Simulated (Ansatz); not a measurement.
A nudged elastic band was laid between two geometries of CH₂BN (5 atoms, charge 0, multiplicity 1).

All numbers below come from RKS r2SCANh/def2-SVP (Ansatz).

```json
{"movable images": "9", "climbing image": "yes", "spring": "5.0 eV/Å²", "optimiser": "quadratic models (default)", "start path": "IDPP", "force threshold": "0.05 eV/Å", "iteration limit": "60", "end points": "relaxed"}
```

Image 0:

```xyz
5
Properties=species:S:1:pos:R:3
B -1.975 0.045 0.694
C -0.565 -0.263 0.423
N 0.531 -0.002 -0.194
H 0.767 -0.413 -1.103
H 1.242 0.634 0.180
```

Image 10:

```xyz
5
Properties=species:S:1:pos:R:3
B -1.915 -0.151 0.832
C -0.714 0.228 0.078
N 0.520 0.032 -0.218
H 0.818 -0.577 -0.986
H 1.292 0.468 0.295
```

Problem. Which bonds break or form, and what moves?

Solution. No bond is made or broken. The dihedral B1–C2–N3–H5 changes from 90 to -90° by way of a nearly straight angle B1–C2–N3 (up to 180°), not by a turn about the bond. The two ends are copies of one structure, up to a mirror image or an exchange of like atoms.

Problem. What energy profile does the band end with?

Solution. The run converged. The highest image is number 5 of 0 to 10, 0.110 eV above the ends, which have the same energy within 2 meV. A vibrational analysis at the climbing image gives one clearly imaginary mode, 411i cm⁻¹: a first-order saddle point.

| image | path coordinate (Å) | energy (eV) | angle B1–C2–N3 (°) |
| --- | --- | --- | --- |
| 0 | 0.00 | 0.000 | 150 |
| 1 | 0.08 | 0.007 | 155 |
| 2 | 0.15 | 0.029 | 160 |
| 3 | 0.23 | 0.061 | 166 |
| 4 | 0.31 | 0.095 | 173 |
| 5 | 0.38 | 0.110 | 180 |
| 6 | 0.46 | 0.094 | 173 |
| 7 | 0.54 | 0.061 | 166 |
| 8 | 0.61 | 0.029 | 160 |
| 9 | 0.69 | 0.007 | 155 |
| 10 | 0.77 | 0.000 | 150 |

Problem. What is the geometry of the highest image?

Solution. 
```xyz
5
Properties=species:S:1:pos:R:3:forces:R:3
B -2.034 -0.054 0.797 0.01 0.00 0.00
C -0.640 -0.016 0.250 0.01 0.01 -0.01
N 0.542 0.014 -0.212 0.00 0.00 0.00
H 0.829 -0.495 -1.058 0.00 0.00 0.00
H 1.303 0.551 0.224 0.00 0.00 0.00
```

Problem. What are the harmonic wavenumbers there?

Solution. 411i, 62, 875, 918, 1182, 1638, 1856, 3350, 3409 cm⁻¹.

The run took 80 s on 1 thread of Intel(R) Xeon(R) Platinum 8488C (Sapphire Rapids), with other jobs on the host, peak memory 0.13 GiB.
